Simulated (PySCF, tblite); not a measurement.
# C4H5P: vibronic structure

Wanted: vibronic structure for C4H5P (`c1cc[pH]c1`).

Programs: tblite 0.8.0 and PySCF 2.14.0, with routines of our own; each step states its level. All values are computed. Atoms count from 0.

### 1 The system as given

10 atoms, charge 0, multiplicity 1; geometry from: force field or distance geometry start.

### 2 Geometry optimisation with GFN2-xTB

Job settings and geometry (Å):

```
{"job": {"kind": "relax", "xc": "GFN2-xTB", "basis": "xTB"}, "charge": 0, "multiplicity": 1}
C     -0.369800    -1.042900     0.265900
C      0.964400    -0.592200    -0.008200
C      1.099200     0.647900    -0.469500
P     -0.602300     1.440400    -0.669300
C     -1.348100    -0.151800     0.014200
H     -0.576000    -2.031000     0.656400
H      1.815800    -1.242400     0.185700
H      2.039700     1.130300    -0.705500
H     -0.607600     2.181100     0.540100
H     -2.406200    -0.334500     0.167500
```

Run with:

```bash
OMP_NUM_THREADS=1 python excited_run.py task.json out
```

The driver reads the jobs from task.json and runs them one after another.

Log:

```text
step      E/eV     max force
  0    -369.14520    1.562
  1    -369.21606    0.835
  2    -369.25931    0.659
  3    -369.27810    0.429
  4    -369.29905    0.299
  5    -369.30508    0.221
  6    -369.30969    0.176
  7    -369.31216    0.147
  8    -369.31426    0.149
  9    -369.31535    0.094
 10    -369.31603    0.059
 11    -369.31634    0.034
 12    -369.31648    0.031
 13    -369.31661    0.029
 14    -369.31682    0.047
 15    -369.31706    0.047
 16    -369.31723    0.028
 17    -369.31729    0.019
 18    -369.31733    0.020
 19    -369.31739    0.026
 20    -369.31746    0.025
 21    -369.31752    0.022
 22    -369.31755    0.018
 23    -369.31757    0.016
 24    -369.31759    0.017
 25    -369.31763    0.019
 26    -369.31766    0.014
 27    -369.31767    0.011
 28    -369.31768    0.007
```

It took 0.07 s on 1 thread of AMD EPYC 9R45, shared host.

The steps of the relaxation:

```tsv
step	energy from step 0 (eV)	largest force (eV/Å)
0	0.0000	1.5624
1	-0.0709	0.8355
2	-0.1141	0.6588
3	-0.1329	0.4291
4	-0.1539	0.2986
5	-0.1599	0.2209
6	-0.1645	0.1756
7	-0.1670	0.1472
8	-0.1691	0.1495
9	-0.1702	0.0942
10	-0.1708	0.0587
11	-0.1711	0.0340
12	-0.1713	0.0308
13	-0.1714	0.0288
14	-0.1716	0.0471
15	-0.1719	0.0474
16	-0.1720	0.0281
17	-0.1721	0.0188
18	-0.1721	0.0205
19	-0.1722	0.0261
20	-0.1723	0.0249
21	-0.1723	0.0218
22	-0.1723	0.0181
23	-0.1724	0.0155
24	-0.1724	0.0169
25	-0.1724	0.0187
26	-0.1725	0.0139
27	-0.1725	0.0112
28	-0.1725	0.0073
```

Close pairs (by a distance rule), those that changed most:

```tsv
bond	before (Å)	after (Å)	change (Å)
C2–P3	1.888	1.804	-0.084
P3–C4	1.886	1.804	-0.083
P3–H8	1.418	1.396	-0.023
C1–C2	1.330	1.346	+0.016
C1–H6	1.089	1.079	-0.010
C4–H9	1.085	1.077	-0.008
C2–H7	1.083	1.077	-0.006
C0–C1	1.435	1.438	+0.004
```

The final coordinates are the input of the step that follows.

### 3 Harmonic vibrations with GFN2-xTB

Job settings and geometry (Å):

```
{"job": {"kind": "ir", "xc": "GFN2-xTB", "basis": "xTB"}, "charge": 0, "multiplicity": 1}
C     -0.368879    -1.056382     0.266235
C      0.974256    -0.614711     0.002178
C      1.056085     0.660920    -0.420090
P     -0.582692     1.367777    -0.682078
C     -1.306145    -0.115580     0.045633
H     -0.577722    -2.049475     0.632270
H      1.824677    -1.259871     0.158803
H      1.965663     1.175946    -0.678103
H     -0.609709     2.144334     0.477205
H     -2.366650    -0.248305     0.175421
```

Log:

```text
mode    cm-1     km/mol
  1     287.8      7.27
  2     437.5      3.14
  3     538.9      2.35
  4     656.7     10.63
  5     672.6      0.00
  6     709.3      4.34
  7     775.8     12.55
  8     804.5      0.15
  9     808.0     15.35
 10     842.1      4.12
 11     874.1      2.14
 12     885.3      0.44
 13    1032.1      2.60
 14    1090.3      0.26
 15    1091.0      0.05
 16    1226.9      1.89
 17    1320.5      2.63
 18    1484.8      3.09
 19    1581.9      0.03
 20    2265.5    107.66
 21    3081.4     15.10
 22    3089.3     51.71
 23    3106.9     35.26
 24    3108.0      7.71
```

Run time: 0.11 s. Hardware: 1 thread of AMD EPYC 9R45, shared host.

Which atoms move in the most intense modes:

```tsv
cm⁻¹	km/mol	atoms
657	10.6	H8 44 %, H9 16 %, H7 16 %
776	12.6	C2 25 %, C4 25 %, P3 13 %, H9 11 %
808	15.3	H8 29 %, C4 17 %, C2 16 %, H9 13 %
2266	107.7	H8 97 %
3081	15.1	H6 48 %, H5 40 %
3089	51.7	H5 42 %, H6 35 %
3107	35.3	H7 55 %, H9 31 %
3108	7.7	H9 50 %, H7 26 %
```

### 4 Vibronic structure: TDDFT CAM-B3LYP/def2-SVP

The job, as its differences from that of step 3:

```diff
@@ -1,2 +1,2 @@
-{"job": {"kind": "ir", "xc": "GFN2-xTB", "basis": "xTB"}, "charge": 0, "multiplicity": 1}
+{"job": {"kind": "vib", "xc": "CAM-B3LYP", "basis": "def2-SVP", "tda": false}, "charge": 0, "multiplicity": 1}
 C     -0.368879    -1.056382     0.266235
```

Method: TDDFT CAM-B3LYP/def2-SVP vertical-gradient vibronic structure (displaced harmonic oscillators, Condon), gas phase.

Log:

```text
final grid: 39496 points
cycle   1  E = -496.4094701912  dE =  8.686e-01  |g| = 2.562e-01  |ddm| = 3.491e+00
cycle   2  E = -496.4192836147  dE = -9.813e-03  |g| = 2.060e-01  |ddm| = 5.647e-01
cycle   3  E = -496.4310236749  dE = -1.174e-02  |g| = 3.205e-02  |ddm| = 2.639e-01
cycle   4  E = -496.4313496374  dE = -3.260e-04  |g| = 1.513e-02  |ddm| = 6.968e-02
cycle   5  E = -496.4314106432  dE = -6.101e-05  |g| = 4.426e-03  |ddm| = 2.210e-02
cycle   6  E = -496.4314176052  dE = -6.962e-06  |g| = 8.286e-04  |ddm| = 6.487e-03
cycle   7  E = -496.4314183419  dE = -7.367e-07  |g| = 3.229e-04  |ddm| = 3.067e-03
cycle   8  E = -496.4314184154  dE = -7.348e-08  |g| = 7.519e-05  |ddm| = 1.063e-03
cycle   9  E = -496.4314184209  dE = -5.496e-09  |g| = 1.604e-05  |ddm| = 3.215e-04
cycle  10  E = -496.4314184211  dE = -1.918e-10  |g| = 3.851e-06  |ddm| = 6.652e-05
converged SCF energy = -496.4314184211

Singlet excitations (eV, f): 4.995 (0.0530)  5.416 (0.0946)  6.971 (0.0017)  7.041 (0.0001)  7.265 (0.0147)  7.590 (0.0012)

State S1  4.9951 eV  f = 0.05304  H->L 0.96
  relaxed dipole 1.622 D, largest gradient of the excitation energy 0.1010 Eh/bohr
  mode    cm-1        S   lambda/meV  Raman
   18   1484.8    2.1889     403.0   1.000
    4    656.7    1.1928      97.1   0.107
    3    538.9    0.9558      63.9   0.058
   20   2265.5    0.1442      40.5   0.153
    7    775.8    0.2716      26.1   0.034
   13   1032.1    0.1702      21.8   0.038
   15   1091.0    0.1201      16.2   0.030
    1    287.8    0.2995      10.7   0.005
   17   1320.5    0.0382       6.2   0.014
   11    874.1    0.0093       1.0   0.001
    9    808.0    0.0078       0.8   0.001
  reorganisation energy 0.6883 eV, total S 5.401, 0-0 4.3068 eV
  absorption maximum 4.933 eV, width 0.774 eV

State S2  5.4155 eV  f = 0.09462  H-1->L 0.94
  relaxed dipole 1.314 D, largest gradient of the excitation energy 0.0559 Eh/bohr
  mode    cm-1        S   lambda/meV  Raman
    3    538.9    4.0044     267.5   0.902
    9    808.0    1.9747     197.8   1.000
    4    656.7    1.7331     141.1   0.580
    1    287.8    3.8901     138.8   0.250
   18   1484.8    0.5687     104.7   0.972
   11    874.1    0.4052      43.9   0.240
    7    775.8    0.4281      41.2   0.200
   20   2265.5    0.1109      31.1   0.441
   17   1320.5    0.1090      17.8   0.147
   24   3108.0    0.0065       2.5   0.049
   15   1091.0    0.0145       2.0   0.013
  reorganisation energy 0.9893 eV, total S 13.250, 0-0 4.4262 eV
  absorption maximum 5.376 eV, width 0.754 eV

State S5  7.2652 eV  f = 0.01474  H-2->L 0.49, H->L+1 0.26, H->L+3 0.21
  relaxed dipole 2.193 D, largest gradient of the excitation energy 0.0437 Eh/bohr
  mode    cm-1        S   lambda/meV  Raman
    1    287.8    5.1421     183.5   0.405
   18   1484.8    0.4773      87.9   1.000
    3    538.9    1.3067      87.3   0.361
   11    874.1    0.5006      54.3   0.364
    7    775.8    0.4584      44.1   0.262
   15   1091.0    0.1713      23.2   0.194
   13   1032.1    0.0716       9.2   0.072
   20   2265.5    0.0216       6.1   0.105
    4    656.7    0.0424       3.4   0.017
    9    808.0    0.0204       2.0   0.013
   17   1320.5    0.0073       1.2   0.012
  reorganisation energy 0.5027 eV, total S 8.221, 0-0 6.7625 eV

State T1  3.0606 eV  f = 0.00000  H->L 0.95
  relaxed dipole 1.275 D, largest gradient of the excitation energy 0.1173 Eh/bohr
  mode    cm-1        S   lambda/meV  Raman
   18   1484.8    3.0369     559.1   1.000
    3    538.9    0.8620      57.6   0.037
    4    656.7    0.5110      41.6   0.033
   15   1091.0    0.1767      23.9   0.031
   13   1032.1    0.1675      21.4   0.027
   17   1320.5    0.0907      14.9   0.024
   20   2265.5    0.0206       5.8   0.016
    7    775.8    0.0468       4.5   0.004
    1    287.8    0.1196       4.3   0.001
  reorganisation energy 0.7355 eV, total S 5.042, 0-0 2.3251 eV
  absorption maximum 2.951 eV, width 0.768 eV
```

Run time: 10 s. Hardware: 1 thread of AMD EPYC 9R45, shared host; peak memory 0.52 GiB.

Orbitals, density, ELF and potential are computed afterwards from the orbital file.

Frontier orbitals at CAM-B3LYP/def2-SVP, with the share of their density that lies nearest to each atom:

```tsv
orbital	energy (eV)	lies on
HOMO	-7.98	C2, C4 about 29 % each; C0, C1 about 14 % each
LUMO	0.13	C2, C4 about 20 % each; C0, C1 about 13 % each; H8 11 %
```

ELF in a plane through or near 8 of the atoms.

Ten even steps from '0' (0.00) to '9' (1.00):
```
0000000000000000000000000000
0000000000000000000000000000
0000000000000000000000000000
0000000000001221000000000000
0000000000126775210000000000
0000000000137887310000000000
0000013201242112421123100000
0000489975685115865799840000
0000899997578558857999980000
0000799994415115254999970000
0000257755786336875577620000
0000000013442774253100000000
0000000047843773487400000000
0000000399996446999930000000
0000001699995005999961000000
0000000289981002899820000000
0000000001110000111000000000
0000000000000000000000000000
0000000000000000000000000000
0000000000000000000000000000
```
The map spans 9.8 Å across and 9.5 Å up, centred on the molecule. Atoms in the plane (x, y in Å): C0 (-0.7, -0.9), C1 (0.7, -0.9), C2 (1.3, 0.3), C4 (-1.3, 0.3), H5 (-1.3, -1.8), H6 (1.3, -1.8), H7 (2.3, 0.5), H9 (-2.3, 0.5).

On the surface of density 0.002 e/bohr³ the electrostatic potential runs, from the 1st to the 99th percentile, from -0.77 V near P3 to 0.81 V near H9.

### 5 Vibronic structure: TDDFT B97-2/6-311+G**

The job, as its differences from that of step 4:

```diff
@@ -1,2 +1,2 @@
-{"job": {"kind": "vib", "xc": "CAM-B3LYP", "basis": "def2-SVP", "tda": false}, "charge": 0, "multiplicity": 1}
+{"job": {"kind": "vib", "xc": "B97-2", "basis": "6-311+G**", "tda": false, "temperature": 400}, "charge": 0, "multiplicity": 1}
 C     -0.368879    -1.056382     0.266235
```

Level: TDDFT B97-2/6-311+G** vertical-gradient vibronic structure (displaced harmonic oscillators, Condon), gas phase.

Log:

```text
final grid: 39496 points
cycle   1  E = -496.7159465526  dE =  7.417e-01  |g| = 3.759e-01  |ddm| = 3.154e+00
cycle   2  E = -496.6851114247  dE =  3.084e-02  |g| = 4.931e-01  |ddm| = 9.704e-01
cycle   3  E = -496.7529409846  dE = -6.783e-02  |g| = 4.908e-02  |ddm| = 6.883e-01
cycle   4  E = -496.7532358260  dE = -2.948e-04  |g| = 4.224e-02  |ddm| = 1.279e-01
cycle   5  E = -496.7537209179  dE = -4.851e-04  |g| = 6.361e-03  |ddm| = 4.018e-02
cycle   6  E = -496.7537317262  dE = -1.081e-05  |g| = 1.529e-03  |ddm| = 1.500e-02
cycle   7  E = -496.7537321920  dE = -4.658e-07  |g| = 2.927e-04  |ddm| = 2.847e-03
cycle   8  E = -496.7537322167  dE = -2.461e-08  |g| = 5.990e-05  |ddm| = 6.715e-04
cycle   9  E = -496.7537322179  dE = -1.223e-09  |g| = 1.688e-05  |ddm| = 1.675e-04
cycle  10  E = -496.7537322180  dE = -8.777e-11  |g| = 3.744e-06  |ddm| = 5.066e-05
converged SCF energy = -496.7537322180

Singlet excitations (eV, f): 4.735 (0.0486)  5.146 (0.0965)  5.905 (0.0097)  5.956 (0.0083)  6.543 (0.0304)  6.592 (0.0021)

State S1  4.7350 eV  f = 0.04863  H->L 0.94
  relaxed dipole 1.846 D, largest gradient of the excitation energy 0.0874 Eh/bohr
  mode    cm-1        S   lambda/meV  Raman
   18   1484.8    1.7130     315.4   1.000
    4    656.7    1.0316      84.0   0.118
    3    538.9    0.8924      59.6   0.069
   20   2265.5    0.1836      51.6   0.250
    1    287.8    0.9550      34.1   0.021
    7    775.8    0.2301      22.1   0.037
   13   1032.1    0.1182      15.1   0.033
   15   1091.0    0.0964      13.0   0.030
   17   1320.5    0.0127       2.1   0.006
   11    874.1    0.0184       2.0   0.004
  reorganisation energy 0.6000 eV, total S 5.255, 0-0 4.1350 eV
  absorption maximum 4.677 eV, width 0.730 eV

State S2  5.1464 eV  f = 0.09653  H-1->L 0.94
  relaxed dipole 1.094 D, largest gradient of the excitation energy 0.0507 Eh/bohr
  mode    cm-1        S   lambda/meV  Raman
    1    287.8    5.9319     211.7   0.407
    3    538.9    3.1259     208.8   0.752
    9    808.0    1.8489     185.2   1.000
    4    656.7    1.1853      96.5   0.423
   18   1484.8    0.3475      64.0   0.635
   11    874.1    0.4106      44.5   0.260
   20   2265.5    0.0880      24.7   0.374
    7    775.8    0.2522      24.3   0.126
   17   1320.5    0.0740      12.1   0.107
   13   1032.1    0.0205       2.6   0.018
   24   3108.0    0.0059       2.3   0.047
   15   1091.0    0.0074       1.0   0.007
  reorganisation energy 0.8779 eV, total S 13.299, 0-0 4.2685 eV

State S5  6.5431 eV  f = 0.03044  H-1->L+1 0.88
  relaxed dipole 1.649 D, largest gradient of the excitation energy 0.0340 Eh/bohr
  mode    cm-1        S   lambda/meV  Raman
    3    538.9    2.2816     152.4   1.000
    9    808.0    0.9790      98.1   0.965
    7    775.8    0.3018      29.0   0.274
   11    874.1    0.1795      19.5   0.207
    1    287.8    0.4664      16.6   0.058
    4    656.7    0.1808      14.7   0.118
   13   1032.1    0.0568       7.3   0.091
   20   2265.5    0.0245       6.9   0.190
   15   1091.0    0.0151       2.0   0.027
  reorganisation energy 0.3469 eV, total S 4.487, 0-0 6.1962 eV
  absorption maximum 6.500 eV, width 0.434 eV

State T1  3.1198 eV  f = 0.00000  H->L 0.96
  relaxed dipole 1.358 D, largest gradient of the excitation energy 0.1103 Eh/bohr
  mode    cm-1        S   lambda/meV  Raman
   18   1484.8    2.6577     489.3   1.000
    3    538.9    0.8410      56.2   0.042
    4    656.7    0.5744      46.8   0.042
   15   1091.0    0.1749      23.7   0.036
   13   1032.1    0.1581      20.2   0.029
   17   1320.5    0.0727      11.9   0.022
   20   2265.5    0.0267       7.5   0.023
    7    775.8    0.0614       5.9   0.006
    1    287.8    0.1550       5.5   0.002
    9    808.0    0.0054       0.5   0.001
  reorganisation energy 0.6693 eV, total S 4.732, 0-0 2.4505 eV
  absorption maximum 3.077 eV, width 0.766 eV
```

Run time: 11 s. Hardware: 1 thread of AMD EPYC 9R45, shared host; peak memory 0.72 GiB.

### 6 Vibronic structure: TDDFT PBE/6-311G*

The job, as its differences from that of step 5:

```diff
@@ -1,2 +1,2 @@
-{"job": {"kind": "vib", "xc": "B97-2", "basis": "6-311+G**", "tda": false, "temperature": 400}, "charge": 0, "multiplicity": 1}
+{"job": {"kind": "vib", "xc": "PBE", "basis": "6-311G*", "tda": false, "fwhm_ev": 0.08}, "charge": 0, "multiplicity": 1}
 C     -0.368879    -1.056382     0.266235
```

Level: TDDFT PBE/6-311G* vertical-gradient vibronic structure (displaced harmonic oscillators, Condon), gas phase.

Log:

```text
final grid: 39496 points
cycle   1  E = -496.3350573890  dE =  6.334e-01  |g| = 5.437e-01  |ddm| = 2.760e+00
cycle   2  E = -496.1702131971  dE =  1.648e-01  |g| = 9.172e-01  |ddm| = 1.347e+00
cycle   3  E = -496.4067432805  dE = -2.365e-01  |g| = 1.221e-01  |ddm| = 1.087e+00
cycle   4  E = -496.4090483591  dE = -2.305e-03  |g| = 1.040e-01  |ddm| = 2.542e-01
cycle   5  E = -496.4119799779  dE = -2.932e-03  |g| = 1.939e-02  |ddm| = 8.824e-02
cycle   6  E = -496.4120935683  dE = -1.136e-04  |g| = 4.873e-03  |ddm| = 2.956e-02
cycle   7  E = -496.4120983495  dE = -4.781e-06  |g| = 9.460e-04  |ddm| = 5.332e-03
cycle   8  E = -496.4120986057  dE = -2.562e-07  |g| = 1.812e-04  |ddm| = 1.311e-03
cycle   9  E = -496.4120986167  dE = -1.102e-08  |g| = 4.854e-05  |ddm| = 3.150e-04
cycle  10  E = -496.4120986174  dE = -6.793e-10  |g| = 9.615e-06  |ddm| = 6.986e-05
converged SCF energy = -496.4120986174

Singlet excitations (eV, f): 4.613 (0.0416)  4.937 (0.0835)  5.739 (0.0042)  6.307 (0.0012)  6.433 (0.0021)  6.565 (0.0018)

State S1  4.6131 eV  f = 0.04162  H->L 0.92
  relaxed dipole 2.134 D, largest gradient of the excitation energy 0.0766 Eh/bohr
  mode    cm-1        S   lambda/meV  Raman
   18   1484.8    1.3783     253.7   1.000
    4    656.7    1.1775      95.9   0.167
   20   2265.5    0.2869      80.6   0.485
    3    538.9    0.8806      58.8   0.084
    1    287.8    1.0324      36.8   0.028
    7    775.8    0.2596      25.0   0.051
   13   1032.1    0.0797      10.2   0.028
   15   1091.0    0.0713       9.6   0.028
   11    874.1    0.0250       2.7   0.006
  reorganisation energy 0.5746 eV, total S 5.196, 0-0 4.0385 eV
  absorption maximum 4.540 eV, width 0.712 eV

State S2  4.9369 eV  f = 0.08347  H-1->L 0.94
  relaxed dipole 0.779 D, largest gradient of the excitation energy 0.0483 Eh/bohr
  mode    cm-1        S   lambda/meV  Raman
    1    287.8    9.7866     349.2   0.726
    9    808.0    1.7098     171.3   1.000
    3    538.9    2.4629     164.5   0.641
    4    656.7    0.6753      55.0   0.261
   11    874.1    0.4447      48.2   0.304
   18   1484.8    0.2310      42.5   0.456
   20   2265.5    0.1034      29.1   0.476
   17   1320.5    0.0659      10.8   0.103
    7    775.8    0.0991       9.5   0.053
   13   1032.1    0.0384       4.9   0.037
   24   3108.0    0.0053       2.0   0.046
  reorganisation energy 0.8877 eV, total S 15.627, 0-0 4.0491 eV

State T1  3.0802 eV  f = 0.00000  H->L 0.98
  relaxed dipole 1.435 D, largest gradient of the excitation energy 0.1019 Eh/bohr
  mode    cm-1        S   lambda/meV  Raman
   18   1484.8    2.2613     416.3   1.000
    3    538.9    0.8561      57.2   0.050
    4    656.7    0.6286      51.2   0.054
   15   1091.0    0.1561      21.1   0.037
   13   1032.1    0.1307      16.7   0.028
   20   2265.5    0.0396      11.1   0.041
    1    287.8    0.2740       9.8   0.005
   17   1320.5    0.0568       9.3   0.020
    7    775.8    0.0776       7.5   0.009
    9    808.0    0.0136       1.4   0.002
  reorganisation energy 0.6032 eV, total S 4.500, 0-0 2.4770 eV
  absorption maximum 3.027 eV, width 0.748 eV
```

It took 8.1 s on 1 thread of AMD EPYC 9R45, shared host; peak memory 0.57 GiB.

### 7 What came out

| quantity | value |
| --- | --- |
| strongest single infrared mode (GFN2-xTB) | 2266 cm⁻¹, 108 km/mol |
| zero-point energy (GFN2-xTB) | 45.4 kcal/mol |
| S1: vertical, reorganisation, 0-0, total S (step 4, TDDFT CAM-B3LYP/def2-SVP, modes from GFN2-xTB) | 5.00, 0.69, 4.31 eV; 5.4 |
| S2: vertical, reorganisation, 0-0, total S (step 4, TDDFT CAM-B3LYP/def2-SVP, modes from GFN2-xTB) | 5.42, 0.99, 4.43 eV; 13.2 |
| S5: vertical, reorganisation, 0-0, total S (step 4, TDDFT CAM-B3LYP/def2-SVP, modes from GFN2-xTB) | 7.27, 0.50, 6.76 eV; 8.2 |
| surface potential, 1st and 99th percentile | -0.77 V and 0.81 V |
| S1: vertical, reorganisation, 0-0, total S (step 5, TDDFT B97-2/6-311+G**, modes from GFN2-xTB) | 4.74, 0.60, 4.13 eV; 5.3 |
| S2: vertical, reorganisation, 0-0, total S (step 5, TDDFT B97-2/6-311+G**, modes from GFN2-xTB) | 5.15, 0.88, 4.27 eV; 13.3 |
| S5: vertical, reorganisation, 0-0, total S (step 5, TDDFT B97-2/6-311+G**, modes from GFN2-xTB) | 6.54, 0.35, 6.20 eV; 4.5 |
| S1: vertical, reorganisation, 0-0, total S (step 6, TDDFT PBE/6-311G*, modes from GFN2-xTB) | 4.61, 0.57, 4.04 eV; 5.2 |
| S2: vertical, reorganisation, 0-0, total S (step 6, TDDFT PBE/6-311G*, modes from GFN2-xTB) | 4.94, 0.89, 4.05 eV; 15.6 |
| T1: vertical, reorganisation, 0-0, total S (step 6, TDA PBE/6-311G*, modes from GFN2-xTB) | 3.08, 0.60, 2.48 eV; 4.5 |

**Reading.** All 24 modes are real, so the xTB geometry is a minimum. The strongest single mode, at 2266 cm⁻¹, moves mainly H8. GFN2-xTB is a fitted tight-binding method: band positions and strengths are rough. Its intensities can rank the bands wrongly. In steps 4, 5, 6 the harmonic model is doubtful. The vibronic model keeps the ground-state modes (from xTB) and shifts them along the gradient alone, so it can miss much of the relaxation that a full optimisation finds. Some states lie very close; unless symmetry makes them partners, their order is unsure. Where the total S runs above about 15, the geometry moves far on excitation and the harmonic model is stretched, so its 0-0 value is in doubt.
